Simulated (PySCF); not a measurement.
NMR data simulated for an unnamed compound:

¹H NMR (600 MHz, computed): δ 7.46 (d, J = 2.3 Hz, 1H), 7.39 (d, J = 2.8 Hz, 1H), 6.46 (t, J = 2.5 Hz, 1H), 4.06 (s, 3H).

¹³C{¹H} NMR (computed): δ 141.0 (CH), 131.7 (CH), 112.8 (CH), 39.5 (CH3).

[PySCF 2.14: shielding tensors at PBE0/pcSseg-1 (GIAO); structure optimised with GFN2-xTB; couplings computed with B3LYP/pcJ-1 (spin–dipole term only in couplings to heteroatoms); no solvent model; equivalent nuclei averaged; one conformer; no relativistic terms]

Chemical shifts δ = σref − σ; TMS for ¹H (σref 31.72) and ¹³C (σref 186.93), all at this level.

Question: Which of these does the molecule contain: a Si–CH3 group, an N-methyl group, a vinyl group CH=CH2, a heteroaromatic ring, a carboxylic acid?

Answer: 
- A Si–CH3 group: no.
- An N-methyl group: yes (δC 39.5; δH 4.06 (s)).
- A vinyl group CH=CH2: no.
- A heteroaromatic ring: yes.
- A carboxylic acid: no.

The data belong to `Cn1cccn1`, C4H6N2; they needn't prove each group on their own.

Carbon signals by region: 3 in the sp2 and nitrile region (100–160 ppm), 1 below 50 ppm.

Multiplet labels drop couplings under 1 Hz and merge nearly equal ones. Unscaled 3J(H,H) at this level run about 10 % above measured values. Shifts are as computed. Against solution values, carbons near 30 ppm lie about +3 ppm off and those near 130 ppm about +5 ppm. Of 1211 compounds with measured shifts, 218 miss one by over three times the rms of a fit or turn the order of signals round; such compounds aren't used in these exercises.
